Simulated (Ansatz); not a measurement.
# CH6Si: the cost of one run

The runs use Ansatz 0.2.0, Gaussian basis; PBE0-D4/def2-TZVP structures, single points in def2-TZVPP, no counterpoise correction.

Levels: SPW92, PBE-D4, BLYP-D4, r2SCAN-D4, B97M-V, PBE0-D4, B3LYP-D4, r2SCAN0-D4, BHLYP-D4, CAM-B3LYP-D4, wB97X-V, wB97M-V, B2PLYP, PBE-QIDH, RPA on PBE, Hartree-Fock, MP2, CCSD, CCSD(T).

Cores are frozen in the correlated methods. B3LYP uses VWN-RPA correlation. B2PLYP carries no dispersion term here.

94 further runs of the same task are left out: 94 set aside as unsound or not needed.

## 1. The system as given

The complex: 11 atoms, charge 0, spin multiplicity 1.

Atoms are counted from 1 here; the program's logs count them from 0.

Bond lengths: Si1–H3 1.489 Å, Si1–H4 1.490 Å, Si1–C5 1.865 Å, Si1–H7 1.491 Å, O2–H6 0.960 Å, O2–H8 0.960 Å, C5–H9 1.092 Å, C5–H10 1.092 Å, C5–H11 1.092 Å. Angles: H3–Si1–H4 107.4°, H3–Si1–C5 111.4°, H3–Si1–H7 107.4°, H4–Si1–C5 111.4°, H4–Si1–H7 107.7°, C5–Si1–H7 111.4°, H6–O2–H8 104.7°, Si1–C5–H9 110.8°, Si1–C5–H10 110.8°, Si1–C5–H11 109.6°, H9–C5–H10 108.1°, H9–C5–H11 108.7°, H10–C5–H11 108.8°.

Geometry (Å):

```xyz
11

Si   -0.8043    0.3576   -0.7157
O     0.4773   -1.8552    1.4795
H    -1.5592    1.1778   -1.7029
H    -1.6794    0.1784    0.4774
C     0.8137    1.1645   -0.2576
H     0.2948   -2.3721    0.6908
H    -0.5883   -0.9858   -1.3245
H    -0.3879   -1.6469    1.8408
H     1.4465    1.2930   -1.1386
H     0.6450    2.1487    0.1852
H     1.3417    0.5400    0.4656
```

Its parts: CH₆Si holds atoms 1, 3, 4, 5, 7, 9, 10, 11; H₂O holds atoms 2, 6, 8. Each part counts its atoms afresh in its own runs.

## 2. Relaxing CH₆Si alone

Input file relax-a/in.yaml:

```yaml
crystal:
  periodic: [false, false, false]
  atoms:
    - {symbol: Si, position_ang: [-0.804282, 0.357568, -0.715717]}
    - {symbol: H, position_ang: [-1.559159, 1.177832, -1.702931]}
    - {symbol: H, position_ang: [-1.679382, 0.178390, 0.477448]}
    - {symbol: C, position_ang: [0.813711, 1.164500, -0.257586]}
    - {symbol: H, position_ang: [-0.588316, -0.985830, -1.324470]}
    - {symbol: H, position_ang: [1.446452, 1.293016, -1.138627]}
    - {symbol: H, position_ang: [0.645041, 2.148685, 0.185161]}
    - {symbol: H, position_ang: [1.341728, 0.540043, 0.465550]}
basis:
  gaussian: {orbitals: def2-TZVP}
hamiltonian: {xc: pbe0, dispersion: d4}
relax: {f_tol: 0.005, max_steps: 200}
```

Command:

```bash
> ansatz run in.yaml --threads 4 --pin off --events-out ev --progress --plain --max-ram 9574MiB
```

**Question.** How long does this run take on 4 threads of Intel Xeon Platinum 8259CL at 2.50GHz, shared host?

About 4 s.
